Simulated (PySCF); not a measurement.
Two structures of BSiH₇O, closed shell, reached by relaxing down either side of one saddle point (PBE0-D4/def2-TZVP). Energies are electronic, without zero-point energy. PySCF 2.14 with density fitting (its default auxiliary sets; JK sets also for MP2 and CCSD(T)); basis: def2-TZVPP and def2-QZVPP; cores frozen in the correlated methods. Extrapolation: Hartree–Fock as exp(−7.88 √X), correlation as X^−2.97. First:

B1  (-0.649, 0.382, -1.611)
O2  (-0.205, 1.568, -2.072)
H3  (-0.009, -0.622, -1.781)
H4  (-1.705, 0.381, -1.049)
H5  (0.545, 0.502, 0.893)
Si6  (0.362, -0.656, 1.806)
H7  (0.645, 1.512, -2.518)
H8  (1.671, -1.329, 2.008)
H9  (-0.603, -1.611, 1.207)
H10  (-0.154, -0.172, 3.111)
(Å)

Second:

```
10
angstrom
B -0.2467 -0.0794 -0.8300
O 0.5547 1.3813 -0.6385
H 0.5163 -0.7457 -1.4911
H -1.2482 0.2430 -1.4115
H 1.3229 1.2477 -0.0684
Si -0.4552 -0.7822 1.0504
H 0.8712 1.6929 -1.4947
H 0.8027 -0.4810 1.8255
H -0.6179 -2.2642 1.0949
H -1.5585 -0.1929 1.8663
```

Which bonds change from the first to the second?

BH₃O ([BH2][OH]) + SiH₄ → BSiH₅ ([BH2][SiH3]) + H₂O (still joined by a long B–O bond); bonds formed: B1–Si6, O2–H5; bonds broken: H5–Si6; bonds weakened to dative contacts: B1–O2.

Give the saddle point's structure and its height above each. (An estimate is asked for; the value comes from the calculation.)

The calculation gives: 2.143 eV above the first and 1.115 eV above the second (CCSD(T) at an estimated basis limit (MP2 extrapolated from triple and quadruple zeta, plus CCSD(T) − MP2 in triple zeta)).
B1  (-0.519, 0.061, -0.804)
O2  (0.140, 1.462, -1.142)
H3  (-0.122, -0.828, -1.505)
H4  (-1.695, 0.171, -0.607)
H5  (0.394, 0.843, -0.103)
Si6  (0.173, -0.560, 1.150)
H7  (0.874, 1.316, -1.748)
H8  (1.618, -0.887, 1.320)
H9  (-0.603, -1.827, 1.117)
H10  (-0.259, 0.249, 2.322)
(Å)

No T1 diagnostic of these runs exceeds 0.014. The start structure is not quite a true minimum (one mode of 42i cm⁻¹).

Labels in which every atom is bracketed show which atoms are joined, not bond orders.

For scale, one of the runs: CCSD(T)/def2-TZVPP, 202 basis functions, launched by `OMP_NUM_THREADS=4 python run.py`. The run took 7.9 min on 4 CPU threads of an Arm Neoverse N1 (shared host), with 2.3 GiB of host memory at its peak.
